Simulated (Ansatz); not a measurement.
```yaml
crystal:
  periodic: [false, false, false]
  atoms:
    - {symbol: S, position_ang: [0.000000, 0.000000, 0.000000]}
    - {symbol: Li, position_ang: [0.000000, 0.000000, 2.166900]}
basis:
  gaussian: {orbitals: def2-TZVP}
total_charge: 1
hamiltonian: {xc: pbe0}
relax: {f_tol: 0.004, max_steps: 80}
```

```sh
$ ansatz run in.yaml --threads 1 --pin off --events-out ev --progress --plain --max-ram 2176MiB
```

Steps of the relaxation (energy above the last step; positions in Å, forces in eV/Å):

```
2
step 1, 148.0 meV
S     0.000    0.000    0.000    0.000    0.000   -1.292
Li    0.000    0.000    2.167    0.000    0.000    1.292
```

```
2
step 2, 36.1 meV
S     0.000    0.000   -0.063    0.000    0.000   -0.535
Li    0.000    0.000    2.230    0.000    0.000    0.535
```

```
2
step 3, 0.9 meV
S     0.000    0.000   -0.125    0.000    0.000   -0.072
Li    0.000    0.000    2.292    0.000    0.000    0.072
```

```
2
step 5, 0.0 meV
S     0.000    0.000   -0.138    0.000    0.000    0.000
Li    0.000    0.000    2.305    0.000    0.000    0.000
```

Close pairs at the end: S1–Li2 2.443 Å.

A stationary point of restricted PBE0 after 5 steps (its stability towards spin polarisation wasn't tested). 3.5 s on 1 thread of Arm Neoverse V1, shared host.
